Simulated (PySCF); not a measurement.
**Core-level binding energies of 2,3-dihydrothiophene**

Compound: 2,3-dihydrothiophene, C4H6S.
SMILES with atom numbers: `[CH:1]1=[CH:2][S:3][CH2:4][CH2:5]1`

The calculation used delta-SCF UKS SCAN, pcX-2 on the ionised atom, pcseg-1 elsewhere, spin-free X2C in PySCF 2.14.0. Vertical ΔSCF values, vacuum level as zero.

Task: What binding energy does each computed site have?

Result: 
```
atom(s)                 bonded to  level  binding energy (eV)  above the level's lowest (eV)  count
     S3                       2 C   S 1s              2476.92                           0.00      1
     C4              S, C and 2 H   C 1s               291.28                          +1.35      1
     C5               2 C and 2 H   C 1s               291.04                          +1.11      1
     C2  S, C (double bond) and H   C 1s               290.73                          +0.80      1
     C1  C (double bond), C and H   C 1s               289.93                           0.00      1
```

Lowest listed C 1s: C1, bonded to C (double bond), C and H. Highest, 1.35 eV above it: C4, bonded to S, C and 2 H. The widest gap between neighbouring values is 0.80 eV, between 289.93 and 290.73 eV. Summing the Pauling electronegativity differences to the bonded atoms, each weighted by its formal bond order, gives -0.35 for the lowest site and -0.67 for the highest; the largest sum, -0.32, belongs to C2, 0.55 eV below the top. The smallest sum, -0.70, belongs to C5, 1.11 eV above the lowest.

Task: Which photon energy gives electrons from S 1s of S3 a kinetic energy of 100 eV, and what is their de Broglie wavelength?

Result: hν = 2476.92 + 100 = 2576.92 eV, recoil neglected; λ = 12.264 Å/√(E/eV) = 1.23 Å.

Task: Give the binding energy of S 1s of S3 in hartree and in kJ/mol.

Result: 2476.92 eV = 91.0251 Eh = 238986 kJ/mol.

Not every level is listed. Geometry: GFN2-xTB, one conformer, isolated molecule.
